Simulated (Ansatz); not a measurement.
**CH4FSi (SMILES [CH2][SiH2]F): the energy to break a bond**

CH4FSi: 7 atoms, total charge 0, spin state doublet. SMILES: `[CH2][SiH2]F`. Geometry: optimised at B3LYP/def2-SVP. This is one conformer, not always the lowest.

```xyz
7

C    -0.8777    0.2853   -0.6195
Si    0.5946   -0.1558    0.3964
F     0.6590   -1.7773    0.5579
H    -1.5466   -0.4694   -1.0488
H    -1.1475    1.3243   -0.8435
H     0.5159    0.4377    1.7626
H     1.8637    0.2873   -0.2507
```

Wanted: the dissociation energy of the Si2–C1 bond into doublet SiH2F and singlet CH2 (shapes relaxed at B3LYP/def2-SVP, no zero-point term). 1 Eh = 2625.50 kJ/mol = 27.2114 eV. Totals in Eh; open shells run unrestricted unless said.

```
             level  program       CH4FSi  doublet SiH2F  singlet CH2
    UPBE/def2-TZVP   Ansatz  -429.607884    -390.338953   -39.079169
U-r2SCAN/def2-TZVP   Ansatz  -429.827411    -390.520386   -39.110032
UPBE0-D4/def2-TZVP   Ansatz  -429.649929    -390.368599   -39.087311
```

Question: Work out the dissociation energy at each level.

Answer: 
1. UPBE/def2-TZVP: (-390.338953) + (-39.079169) − (-429.607884) = 0.189762 Eh = 498.2 kJ/mol = 5.16 eV.
2. U-r2SCAN/def2-TZVP: (-390.520386) + (-39.110032) − (-429.827411) = 0.196993 Eh = 517.2 kJ/mol = 5.36 eV.
3. UPBE0-D4/def2-TZVP: (-390.368599) + (-39.087311) − (-429.649929) = 0.194019 Eh = 509.4 kJ/mol = 5.28 eV.

The levels span 498 to 517 kJ/mol; no measured value is set beside them. A fragment with an even electron count was run as a singlet and may have a lower triplet. A bond enthalpy at 298 K also holds the loss of zero-point energy and thermal terms.
